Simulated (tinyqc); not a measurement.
The integration grid: Kohn-Sham R2SCAN on finer and finer grids in the sto-3g basis, for HF, spin multiplicity 1. Computed by the program tinyqc with PySCF. Self-consistent on each grid; the net force on the molecule should vanish.

Geometry (angstrom):
```
atom       x       y       z
F     0.0000  0.0000  0.0000
H     0.0000  0.0000  1.0690
```

Kohn-Sham energy on Becke grids (radial x angular points per atom):
```
grid       points  residual of the electron count  E (hartree)  E - finest (mhartree)  largest net force without grid terms (hartree/bohr)
10 x 14       274                       -5.90e-02   -98.706522             193.912842                                             1.60e-01
15 x 26       770                        1.41e-02   -98.927005             -26.569997                                             1.10e-01
20 x 50      1986                       -1.24e-03   -98.887727              12.708467                                             3.72e-02
30 x 86      5139                       -3.53e-04   -98.901341              -0.905839                                             2.71e-02
50 x 194    19365                        3.71e-06   -98.899999               0.436743                                             1.18e-02
75 x 302    45248                       -3.86e-07   -98.900503              -0.067825                                             4.71e-03
120 x 590  141393                       -4.38e-09   -98.900435               0.000000                                             7.18e-04
```

What does the comparison show, and why?

The energy is within 0.1 mhartree of the finest grid first at 75 x 302. The error has both signs, since quadrature is not variational. The electron count and the net force are cheap signs of a poor grid.
